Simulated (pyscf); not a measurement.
:HSi–PH₂ (SMILES [SiH]P) [singlet] + PH₃ (SMILES P) → H₂P–SiH₂–PH₂ (SMILES P[SiH2]P), an insertion (singlet surface; H–P broken, P–Si, H–Si formed). Optimised with ωB97X-D3(BJ)/def2-SVP in PySCF. Correlated levels are frozen-core, on RHF or UHF. ΔMP2 is the change of the MP2 total energy from the triple- to the quadruple-zeta basis. Energies in kcal/mol from the separated reactants.

Small-basis levels: PySCF, no dispersion term, spherical d functions. AM1 to PM7: differences of heats of formation from MOPAC. GFN2-xTB: tblite. Cost: rough CPU time at the saddle relative to B3LYP/6-31G*, from one job on a shared machine.

| level | barrier | reaction energy | cost |
|---|---|---|---|
| HF/STO-3G | 28.7 | -72.4 | 0.04 |
| HF/3-21G | 31.7 | -39.8 | 0.06 |
| BP86/6-31G* | 2.5 | -47.7 | 1 |
| PBE/6-31G* | ? | -50.0 | 1 |
| B3LYP/3-21G | 13.0 | -43.4 | 0.7 |
| B3LYP/6-31G* | 9.2 | -46.6 | 1 |
| M06-2X/6-31G* | 5.3 | -50.6 | 2 |
| B3LYP/6-311+G** | 8.2 | -45.2 | 2 |
| B3LYP/def2-SVP | 6.7 | -46.7 | 0.8 |
| GFN2-xTB | ? | -41.6 | under 0.02 |
| AM1 | 10.7 | -53.5 | under 0.02 |
| PM3 | -7.9 | -47.2 | under 0.02 |
| CCSD(T)/def2-TZVPP + ΔMP2(QZVPP) | ? | -51.6 | – |

**Question.** What belongs in the gaps?

**Answer.** 
- PBE/6-31G*, barrier: 0.0
- GFN2-xTB, barrier: 7.2
- CCSD(T)/def2-TZVPP + ΔMP2(QZVPP), barrier: 3.0

Against the last row the barrier runs from -10.9 (PM3) to +28.7 kcal/mol (HF/3-21G); BP86/6-31G* happens to lie closest here (0.5 kcal/mol apart). At PM3 this geometry lies under one side, so the entry may be no barrier of that level: it is a single point on another level's saddle. CCSD(T)/def2-TZVPP + ΔMP2(QZVPP) has limits of its own. On the reactant side the descent ends in a complex, 4.5 kcal/mol under the separated species and 5.8 kcal/mol under the saddle at ωB97X-D3(BJ)/def2-TZVP. :HSi–PH₂ [singlet] lies 11.4 kcal/mol over its isomer H₂Si=PH (electronic energy, ωB97M-D3(BJ)). This is the saddle that the search found; another between the same sides may lie lower. The CCSD(T) − MP2 part came from Ansatz, without density fitting, on the same reference.
